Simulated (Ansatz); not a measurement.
Heating and cooling a random packing of Ag7Sn5

A packing of 24 atoms, thrown in at random and pushed apart as soft spheres with like charges further apart (14 Ag, 10 Sn) went through Langevin stages in a fixed cell of 23.62 Å³/atom, at one k point, without spin and with a Fermi–Dirac width of kT (0.05 eV at least). These are results of Ansatz, DFT PBE, scalar-relativistic, plane waves, PAW, not measurements.

```csv
thermostat (K),duration (fs),friction (1/fs),cutoff (eV),mean T (K),mean P (GPa),mean square displacement (Å²)
1350,72,0.030,320,1483,2.6,0.08
1350,249,0.005,420,1470,4.5,0.54
970,105,0.005,420,1140,3.6,0.19
540,96,0.015,420,485,2.1,0.07
300,99,0.015,420,345,1.5,0.05
```

Means run over the second half of a stage; pressure includes the kinetic part; displacements count from the stage's start, the atoms' common shift taken off. In so short a run the atoms moved about a bond length or less in the hot stages, so this is an annealed packing, not a quenched equilibrium liquid.

Cell and atoms were then relaxed on coarser meshes and computed once more: Plane waves to 420 eV, a k mesh through Γ of 3×4×4 on the computed 24-atom cell and Gaussian smearing (0.10 eV); no spin polarisation.

Q: What structure is left?

A: One draw of many: 22.06 Å³/atom with no gap on the mesh, 0.07 eV/atom above the elements' standard states (static lattices, no corrections for gases) (a random packing after short dynamics, relaxed).

Counting as bonded all pairs within 1.3 times the summed covalent radii:

| atom → neighbour | mean count | mean length (Å) | spread (Å) |
| --- | --- | --- | --- |
| Ag → Ag | 6.00 | 3.03 | 0.17 |
| Ag → Sn | 5.00 | 3.11 | 0.22 |
| Sn → Ag | 7.00 | 3.11 | 0.22 |
| Sn → Sn | 3.60 | 3.29 | 0.14 |

Angles between all pairs of such bonds at an atom (mean ± spread): 97 ± 34° at Ag, 97 ± 34° at Sn.

```
CELL_PARAMETERS angstrom
8.49427 0.32778 -0.58337
0.35484 8.74946 -0.51497
-0.56644 -0.56239 7.20522
ATOMIC_POSITIONS crystal
Ag 0.00839 0.69258 0.92146
Ag 0.76174 0.66279 0.15242
Ag 0.72332 0.89162 0.46920
Ag 0.11651 0.07381 0.06558
Ag 0.37248 0.88478 0.51194
Ag 0.29367 0.64053 0.71293
Ag 0.45844 0.08255 0.26331
Ag 0.05237 0.82787 0.30148
Ag 0.76331 0.46358 0.79521
Ag 0.77838 0.00615 0.13603
Ag 0.56301 0.59712 0.43029
Ag 0.89260 0.33756 0.14202
Ag 0.09917 0.35081 0.82458
Ag 0.08174 0.90862 0.69247
Sn 0.49935 0.43483 0.01793
Sn 0.82189 0.11714 0.79453
Sn 0.18164 0.50457 0.21374
Sn 0.37948 0.34452 0.54285
Sn 0.38360 0.09804 0.86190
Sn 0.08252 0.15151 0.45964
Sn 0.93750 0.59448 0.52095
Sn 0.34733 0.78990 0.09461
Sn 0.71690 0.26670 0.43038
Sn 0.63121 0.79501 0.81238
```

The final mesh leaves forces up to 0.19 eV/Å and stresses up to 0.9 GPa: the relaxation ran on a coarser mesh, so the cell's shape, its bonds and its energy belong partly to that mesh.

Cost: 6 runs of about 90 core-minutes in all (earlier runs that led there not counted), on Intel Xeon Processor @ 2.70GHz (shared hosts).